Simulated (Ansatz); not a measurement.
A displaced shape of singlet H₂ClO(-):

```xyz
4

O    -0.0489   -0.3515   -1.9079
H    -0.0296   -0.4641   -0.9441
Cl    0.0245    0.1938    1.0729
H     0.0317    0.5844   -1.9551
```

It was optimised with HF/def2-SVP in Ansatz (development build ahead of 0.2.0) to forces under 0.001 eV/Å, with restricted orbitals. Each step stands on the lowest determinant of that kind that the program's search found.

Question: What shape does it relax to, and how does the optimisation go?

Answer:

```csv
atom,x (Å),y (Å),z (Å)
O,-0.0408,-0.3570,-1.9325
H,-0.0396,-0.4633,-0.9737
Cl,0.0297,0.1991,1.1620
H,0.0283,0.5838,-1.9899
```

Bond lengths: O1–H2 0.965 Å, O1–H4 0.945 Å. Angles: H2–O1–H4 99.8°.

```tsv
step	E − E(start) (eV)	largest force (eV/Å)
1	0.0000	0.3468
2	-0.0009	0.6235
3	-0.0119	0.5152
4	-0.0129	0.4314
5	-0.0151	0.1601
6	-0.0154	0.0834
7	-0.0155	0.0300
8	-0.0155	0.0057
9	-0.0156	0.0085
10	-0.0156	0.0121
11	-0.0156	0.0023
12	-0.0156	0.0004
```

The optimisation ended after 12 steps with its threshold met. Caution: no diffuse functions for an anion.
